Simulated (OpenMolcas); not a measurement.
# A ladder of methods for C2H3Al (ethynylalumane)

C2H3Al: 6 atoms, total charge 0, spin state singlet. As SMILES, `C#[C][AlH2]`. The coordinates come from a PBE0-D4/def2-TZVP relaxation.

Each level gives the vertical energy of the triplet above the singlet (eV). The values are calculated.

```csv
level,kind,program,value (eV)
HF/def2-TZVP,Hartree–Fock,OpenMolcas,4.22
SVWN5/def2-TZVP,LDA,OpenMolcas,4.07
revPBE/def2-TZVP,GGA,OpenMolcas,4.08
M06-L/def2-TZVP,meta-GGA,OpenMolcas,4.47
TPSS/def2-TZVP,meta-GGA,OpenMolcas,4.21
B3LYP/def2-TZVP,global hybrid,OpenMolcas,4.48
BHLYP/def2-TZVP,global hybrid,OpenMolcas,4.69
M06-2X/def2-TZVP,hybrid meta-GGA,OpenMolcas,4.81
```

The values span 4.07 to 4.81 eV.
